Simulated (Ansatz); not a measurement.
**O–CH2, H$_{2}$Si–O, H2Ge–O: vertical ionisation energies**

Ansatz 0.2.0, basis cc-pVDZ; geometries are PBE0/def2-TZVP minima. Wave-function levels freeze the cores with the filled d shells of p-block atoms; HF, MP2 and coupled cluster are restricted for singlets and unrestricted otherwise, restricted open-shell where a d shell is frozen. The reference is CCSDT(Q) (coupled cluster only where its series has nearly closed). An error is the level's value less the reference. None of these values is a measured one. Energies are electronic, without zero-point terms. No spin–orbit coupling and no scalar relativity. The set is small: such energies can lie up to about 0.3 eV from the limit, spin gaps mostly less, so near ties and functionals' places can change in larger sets. The species are chosen: bound, without strong static correlation by their natural occupations or amplitudes, in their lowest spin state as far as vertical gaps and like structures tell, with only the lowest ion state computed, and with a ladder that closes on the reference, so errors are smaller than for species at large; levels whose determinant breaks symmetry or spin markedly are left out.

```csv
species,bonds (Å),quantity,symmetry of the states,reference,value (eV),error CCSD,error CCSD(T),error CCSDT
"O–CH2, singlet","C–O 1.195, C–H 1.109, angles at C 116/122°",vertical ionisation to the doublet,A1 / B2,CCSDT(Q),10.429,-0.014,0.010,-0.005
"H2Si–O, singlet","O–Si 1.516, Si–H 1.486, angles at Si 112/124°",vertical ionisation to the doublet,A1 / B2,CCSDT(Q),10.504,-0.105,-0.002,-0.018
"H2Ge–O, singlet","O–Ge 1.632, Ge–H 1.542, angles at Ge 113/123°",vertical ionisation to the doublet,A1 / B2,CCSDT(Q),9.861,-0.158,-0.015,-0.030
```

The reference doesn't change in one direction along the series: C 10.429, Si 10.504, Ge 9.861 eV.
